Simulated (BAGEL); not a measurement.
# BH2Cl (SMILES BCl): FCI/STO-3G (density fitting with qzvpp-jkfit)

Aim: the vertical singlet–triplet gap of BH2Cl at FCI/STO-3G (density fitting with qzvpp-jkfit), from 2 runs. 

Program for the calculation: BAGEL 1.2.2.

13 further runs of the same task are left out: 13 set aside as unsound or not needed.

## Step 1: The molecule

BH2Cl has 4 atoms, charge 0, and is taken as a singlet. As SMILES, `BCl`. The coordinates come from a PBE0-D4/def2-TZVP relaxation.

Bond lengths: B1–Cl2 1.733 Å, B1–H3 1.190 Å, B1–H4 1.190 Å. Angles: Cl2–B1–H3 118.1°, Cl2–B1–H4 118.1°, H3–B1–H4 123.7°.

## Step 2: The energy at FCI/STO-3G (density fitting with qzvpp-jkfit)

Contents of calc.json:

```json
{ "bagel": [

{
  "title": "molecule",
  "basis": "sto-3g",
  "df_basis": "qzvpp-jkfit",
  "angstrom": true,
  "geometry": [
    { "atom": "B", "xyz": [   -0.116700,    0.021700,   -0.075300 ] },
    { "atom": "Cl", "xyz": [    1.365000,   -0.395300,    0.721200 ] },
    { "atom": "H", "xyz": [   -1.106200,   -0.559500,    0.240400 ] },
    { "atom": "H", "xyz": [   -0.086600,    0.872800,   -0.906600 ] }
  ]
},
{
  "title": "hf"
},
{
  "title": "fci",
  "nstate": 1,
  "ncore": 6
}

]}
```

The run is started by

```
$ BAGEL_NUM_THREADS=1 BAGEL calc.json > calc.out
```

Log:

```text
* using 1 threads per process

  ===============================================================
  ===============================================================

  *** Geometry ***

  { "atom" : "B", "xyz" : [     -0.220531,      0.041007,     -0.142296 ] },
  { "atom" : "Cl", "xyz" : [      2.579476,     -0.747009,      1.362870 ] },
  { "atom" : "H", "xyz" : [     -2.090415,     -1.057302,      0.454290 ] },
  { "atom" : "H", "xyz" : [     -0.163650,      1.649353,     -1.713226 ] },

  Number of auxiliary basis functions:      239

  Since a DF basis is specified, we compute 2- and 3-index integrals:
    o Being stored without compression. Storage requirement is 0.000 GB

  Number of basis functions:       16
  Number of electrons      :       24

    * METHOD: MOLECULE                             0.06

  *** RHF ***

  === Nuclear Repulsion ===
    37.7830159821

      * DIIS with orbital gradients will be used.

  === RHF iteration (sto-3g) ===
      0       -480.08146779          0.01988176           0.00
      1       -480.12705508          0.00384492           0.00
      2       -480.12885880          0.00099975           0.00
      3       -480.12900665          0.00008930           0.00
      4       -480.12900810          0.00002544           0.00
      5       -480.12900823          0.00000349           0.00
      6       -480.12900824          0.00000021           0.00
      7       -480.12900824          0.00000002           0.00
      8       -480.12900824          0.00000000           0.00
    * SCF iteration converged.

    * Permanent dipole moment:
           (    0.504785,    -0.142083,     0.271381) a.u.

    * METHOD: HF                                   0.11

  ---------------------------
        FCI calculation
  ---------------------------

  Performs exactly the same way as Knowles & Handy 1984 CPL

  o alpha-beta strings
      length:           420
  o size of the space
      determinant space:  44100
      spin-adapted space: 13860

  o single displacement lists (alpha)
      length:          6300
  o single displacement lists (beta)
      length:          6300

     guess   0:   closed 111111....           open ..........

  === FCI iteration ===

      0  0      -480.12900824     1.49e-03      0.11
      1  0      -480.18303136     5.68e-04      0.09
      2  0      -480.18882047     2.36e-04      0.10
      3  0      -480.18983667     8.82e-05      0.11
      4  0      -480.18995663     4.02e-05      0.10
      5  0      -480.18998108     1.60e-05      0.11
      6  0      -480.18998431     6.11e-06      0.10
      7  0      -480.18998475     1.81e-06      0.10
      8  0      -480.18998478     5.81e-07      0.10
      9  0      -480.18998479     1.84e-07      0.09
     10  0      -480.18998479     6.19e-08      0.10
     11  0      -480.18998479     2.26e-08      0.09
     12  0      -480.18998479     7.55e-09      0.09
     13  0      -480.18998479     2.54e-09      0.09
     14  0      -480.18998479     8.78e-10      0.09
     15  0      -480.18998479     2.87e-10      0.08
     16  0      -480.18998479     1.00e-10      0.08
     17  0 *    -480.18998479     3.02e-11      0.08

     * ci vector, state   0, <S^2> = 0.0000
       222222....     0.9778452197
       222.22.2..    -0.0517993215

    * METHOD: FCI                                  1.73

  ===============================================================
```

Wall time 2.2 s (1 thread of Intel Xeon Platinum 8488C (Sapphire Rapids), shared host); peak memory 0.09 GiB.

## Step 3: The triplet

Contents of fci.json:

```json
{ "bagel": [

{
  "title": "molecule",
  "basis": "sto-3g",
  "df_basis": "qzvpp-jkfit",
  "angstrom": true,
  "geometry": [
    { "atom": "B", "xyz": [      -0.116700,       0.021700,      -0.075300 ] },
    { "atom": "Cl", "xyz": [       1.365000,      -0.395300,       0.721200 ] },
    { "atom": "H", "xyz": [      -1.106200,      -0.559500,       0.240400 ] },
    { "atom": "H", "xyz": [      -0.086600,       0.872800,      -0.906600 ] }
  ]
},

{
  "title": "hf"
},

{
  "title": "fci",
  "nstate": 1,
  "ncore": 6,
  "nspin": 2
}

]}
```

The run is started by

```
$ BAGEL_NUM_THREADS=1 BAGEL fci.json > fci.out
```

Log:

```text
* using 1 threads per process

  ===============================================================
  ===============================================================

  *** Geometry ***

  { "atom" : "B", "xyz" : [     -0.220531,      0.041007,     -0.142296 ] },
  { "atom" : "Cl", "xyz" : [      2.579476,     -0.747009,      1.362870 ] },
  { "atom" : "H", "xyz" : [     -2.090415,     -1.057302,      0.454290 ] },
  { "atom" : "H", "xyz" : [     -0.163650,      1.649353,     -1.713226 ] },

  Number of auxiliary basis functions:      239

  Since a DF basis is specified, we compute 2- and 3-index integrals:
    o Being stored without compression. Storage requirement is 0.000 GB

  Number of basis functions:       16
  Number of electrons      :       24

    * METHOD: MOLECULE                             0.08

  *** RHF ***

  === Nuclear Repulsion ===
    37.7830159821

      * DIIS with orbital gradients will be used.

  === RHF iteration (sto-3g) ===
      0       -480.08146779          0.01988176           0.00
      1       -480.12705508          0.00384492           0.00
      2       -480.12885880          0.00099975           0.00
      3       -480.12900665          0.00008930           0.00
      4       -480.12900810          0.00002544           0.00
      5       -480.12900823          0.00000349           0.00
      6       -480.12900824          0.00000021           0.00
      7       -480.12900824          0.00000002           0.00
      8       -480.12900824          0.00000000           0.00
    * SCF iteration converged.

    * Permanent dipole moment:
           (    0.504785,    -0.142083,     0.271381) a.u.

    * METHOD: HF                                   0.11

  ---------------------------
        FCI calculation
  ---------------------------

  Performs exactly the same way as Knowles & Handy 1984 CPL

  o alpha-beta strings
      length:           372
  o size of the space
      determinant space:  30240
      spin-adapted space: 20790

  o single displacement lists (alpha)
      length:          3360
  o single displacement lists (beta)
      length:          7560

     guess   0:   closed 11111.....           open .....11...

  === FCI iteration ===

      0  0      -479.84392034     2.33e-03      0.04
      1  0      -479.93879045     1.14e-03      0.04
      2  0      -479.95954204     4.75e-04      0.04
      3  0      -479.96208175     1.80e-04      0.04
      4  0      -479.96242773     6.61e-05      0.04
      5  0      -479.96247295     2.59e-05      0.04
      6  0      -479.96248081     1.14e-05      0.04
      7  0      -479.96248253     5.64e-06      0.04
      8  0      -479.96248293     2.67e-06      0.05
      9  0      -479.96248301     1.17e-06      0.04
     10  0      -479.96248302     5.09e-07      0.05
     11  0      -479.96248303     2.24e-07      0.07
     12  0      -479.96248303     9.19e-08      0.06
     13  0      -479.96248303     3.64e-08      0.07
     14  0      -479.96248303     1.25e-08      0.06
     15  0      -479.96248303     4.45e-09      0.07
     16  0      -479.96248303     1.59e-09      0.07
     17  0      -479.96248303     6.30e-10      0.07
     18  0      -479.96248303     2.48e-10      0.06
     19  0 *    -479.96248303     9.10e-11      0.06

     * ci vector, state   0, <S^2> = 2.0000
       22222aa...     0.9289676286
       22a222a...     0.2413823700
       222a2aab..     0.0920842216
       2222aa2...     0.0881044950
       222b2aaa..     0.0855212970
       22ab22aa..    -0.0665744161
       2a222ab.a.    -0.0527595394

    * METHOD: FCI                                  1.08

  ===============================================================
```

Wall time 1.6 s (1 thread of Intel Xeon Platinum 8488C (Sapphire Rapids), shared host).

## Step 4: Results

At FCI/STO-3G (density fitting with qzvpp-jkfit), 6 core orbitals frozen:

```
                                        quantity          value
                           singlet: total energy  -480.18998 Eh
                           triplet: total energy  -479.96248 Eh
vertical energy of the triplet above the singlet       6.191 eV
```

**Reading.** At this shape the triplet lies 6.19 eV (597 kJ/mol) above the singlet. In a minimal basis such a difference can be off by several eV, whatever the method.
